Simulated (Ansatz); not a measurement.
The same path of CH₅FSi (8 atoms, charge 0, multiplicity 1) was run twice with different band settings. Lost on the way: Si1–C2, Si1–H6. Made: C2–H6.

The calculation used RKS BLYP-D4/def2-SVP in Ansatz 0.2.0.

Relaxed end points:

```xyz
8
Properties=species:S:1:pos:R:3
Si 0.396 -0.004 0.042
C 0.867 -0.009 1.862
H -0.022 -0.154 2.509
H 1.580 -0.835 2.069
H 1.355 0.944 2.150
H 1.609 0.150 -0.827
F -0.602 1.271 -0.259
H -0.342 -1.257 -0.327
```

```xyz
8
Properties=species:S:1:pos:R:3
Si 0.044 0.129 -1.089
C 1.248 -0.168 1.840
H 0.690 -0.982 2.338
H 2.175 0.064 2.398
H 0.615 0.736 1.771
H 1.548 -0.504 0.820
F -0.483 1.596 -0.516
H -0.995 -0.764 -0.342
```

Common settings: movable images 5; climbing image yes; spring 5.0 eV/Å²; optimiser quadratic models (default); start path through a guess of the saddle point; iteration limit 60; end points relaxed.

| run | force threshold |
| --- | --- |
| 1 | 0.03 eV/Å |
| 2 | 0.5 eV/Å |

(1) What does each run give, and how far can it be trusted?

Results:

(1) Run 1: converged after 19 iterations, highest image 3.017 eV above the first end. The profile has 2 maxima (images 1, 3) with wells between them (image 2): this band takes more than one step, which may be the mechanism or a detour left from its start path. Neighbouring images differ by up to 3.0 eV, so the band resolves the path poorly. A vibrational analysis at the climbing image gives one clearly imaginary mode, 1090i cm⁻¹: a first-order saddle point.
Run 2: converged after 7 iterations, highest image 3.064 eV above the first end. The threshold of 0.5 eV/Å is loose, so the images may lie well off the minimum-energy path. Neighbouring images differ by up to 2.4 eV, so the band resolves the path poorly. The order of the point at the top wasn't checked.
The orbitals stay closed-shell, which can raise the energy where a bond breaks towards radicals; this wasn't checked here.
